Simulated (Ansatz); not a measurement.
Geometry optimisation, Ansatz 0.2.0, RKS PBE-D4/def2-SVP.

The input (input.yaml):

```yaml
crystal:
  periodic: [false, false, false]
  atoms:
    - { symbol: C, position_ang: [-0.5086, 0.365, -0.3765] }
    - { symbol: O, position_ang: [-0.5671, -0.7822, 0.3866] }
    - { symbol: Si, position_ang: [0.7711, -1.1811, 1.233] }
    - { symbol: H, position_ang: [-1.4643, 0.523, -0.8656] }
    - { symbol: H, position_ang: [0.1994, 0.354, -1.1994] }
    - { symbol: H, position_ang: [-0.3912, 1.3086, 0.2381] }
    - { symbol: H, position_ang: [2.0218, -0.6554, 0.5381] }
basis:
  gaussian: { orbitals: def2-SVP }
hamiltonian:
  xc: pbe
  dispersion: d4
relax:
  f_tol: 0.015
  max_steps: 40
```

Command:

```bash
$ ansatz run input.yaml --threads 1 --pin off --max-ram 2048MiB --backend cpu --events-out ev --progress --plain --runs-dir out
```

Task: Where does it end, and by what steps?

Result: The run converged. The force dipped under the threshold on the way, but the program's further checks kept it going. After 10 steps the energy has fallen by 0.569 eV; O2 moved furthest, 0.49 Å.

```
step  energy less start (eV)  largest force component (eV/Å)  accepted
   0                  0.0000                           2.551       yes
   1                 -0.4238                           0.855       yes
   2                 -0.4876                           0.605       yes
   3                 -0.5248                           0.202       yes
   4                 -0.5291                           0.520       yes
   5                 -0.5644                           0.098       yes
   6                 -0.5657                           0.104       yes
   7                 -0.5685                           0.018       yes
   8                 -0.5683                           0.031        no
   9                 -0.5687                           0.009       yes
  10                 -0.5689                           0.005       yes
```

```xyz
7
Properties=species:S:1:pos:R:3
C -0.519 0.488 -0.338
O -0.455 -0.445 0.725
Si 0.814 -1.413 1.253
H -1.315 0.184 -1.051
H 0.451 0.560 -0.882
H -0.786 1.489 0.063
H 1.869 -0.931 0.185
```

Whether the end is a true minimum wasn't checked by a vibrational analysis.

The run took 18 s on 1 thread of Arm Neoverse V2, on a shared host, peak memory 0.13 GiB.
